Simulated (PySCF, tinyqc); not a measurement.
Inside a calculation. Method: RHF in the sto-6g basis, for CH2, spin multiplicity 1. The lowest restricted solution is unstable here: a spin-polarised one lies 0.0184 hartree lower (PySCF). One step of it, computed by the program tinyqc.

Task: Iteration 2: diagonalisation and new density. Diagonalise F' = X^T F X, C = X C', fill 4 alpha and 4 beta electrons from the bottom; D = 2 C_occ C_occ^T. Each column has its largest component positive (the first on a tie).

extrapolated F (hartree), lower triangle:
```
             1C 1s      1C 2s     1C 2px     1C 2py     1C 2pz      2H 1s      3H 1s
1C 1s   -12.636350
1C 2s    -3.019176  -1.568384
1C 2px    0.000000   0.000000  -0.740908
1C 2py   -0.000011   0.000243   0.000000  -0.276188
1C 2pz   -0.015478   0.048143   0.000000   0.000126  -0.702948
2H 1s    -0.359167  -0.376401   0.000000  -0.169118  -0.166286  -0.256661
3H 1s    -0.362634  -0.379069   0.000000   0.170032  -0.167013  -0.087859  -0.258315
```

X:
```
                1          2          3         4          5          6          7
1C 1s   -0.368679  -0.005021   0.726944  0.000000  -0.595019   0.001506   0.225149
1C 2s    0.939991   0.009298  -0.341127  0.000000  -0.316876   0.002173   0.474919
1C 2px   0.000000   0.000000   0.000000  1.000000   0.000000   0.000000   0.000000
1C 2py  -0.010487   0.881234   0.000357  0.000000  -0.000137   0.637455  -0.002430
1C 2pz   0.490336   0.004616   0.644685  0.000000   0.618785   0.001108   0.245990
2H 1s   -0.633058  -0.690518  -0.213048  0.000000   0.175714   0.412315   0.375414
3H 1s   -0.650114   0.677961  -0.211785  0.000000   0.174873  -0.408657   0.379005
```

Give: F' = X^T F X; orbital energies; coefficients C; D after iteration 2.

Result:

F' = X^T F X (hartree), lower triangle:
```
         1        2        3        4        5        6        7
1  -0.6346
2  -0.0105   0.0355
3   1.5879   0.0255  -5.5171
4   0.0000   0.0000   0.0000  -0.7409
5  -1.4793  -0.0243   4.9204   0.0000  -5.9055
6   0.0037  -0.0346  -0.0156   0.0000   0.0165  -0.3469
7   0.5008   0.0098  -2.7286   0.0000   2.9241  -0.0096  -2.2264
```

orbital energies (hartree): MO1 -12.6367, MO2 -0.9147, MO3 -0.7409, MO4 -0.6986, MO5 -0.3500, MO6 -0.0339, MO7 0.0388

coefficients C:
```
            MO1      MO2     MO3      MO4      MO5      MO6      MO7
1C 1s    1.0013  -0.2361  0.0000  -0.0486  -0.0003   0.0917   0.0009
1C 2s   -0.0057   0.9848  0.0000   0.1761   0.0015  -0.5701  -0.0064
1C 2px   0.0000   0.0000  1.0000   0.0000   0.0000   0.0000   0.0000
1C 2py   0.0000  -0.0003  0.0000  -0.0003   0.7137  -0.0052   0.8208
1C 2pz   0.0009  -0.2449  0.0000   0.9292   0.0011  -0.4197  -0.0043
2H 1s    0.0012   0.0258  0.0000   0.0929   0.3473   0.7931  -0.7113
3H 1s    0.0012   0.0262  0.0000   0.0936  -0.3480   0.7822   0.7252
```

D after iteration 2, lower triangle:
```
          1C 1s    1C 2s  1C 2px   1C 2py  1C 2pz   2H 1s   3H 1s
1C 1s    2.1214
1C 2s   -0.4936   2.0018
1C 2px   0.0000   0.0000  2.0000
1C 2py   0.0002  -0.0007  0.0000   0.0000
1C 2pz   0.0271  -0.1550  0.0000  -0.0005  1.8467
2H 1s   -0.0189   0.0836  0.0000  -0.0001  0.1599  0.0186
3H 1s   -0.0191   0.0845  0.0000  -0.0001  0.1612  0.0187  0.0189
```
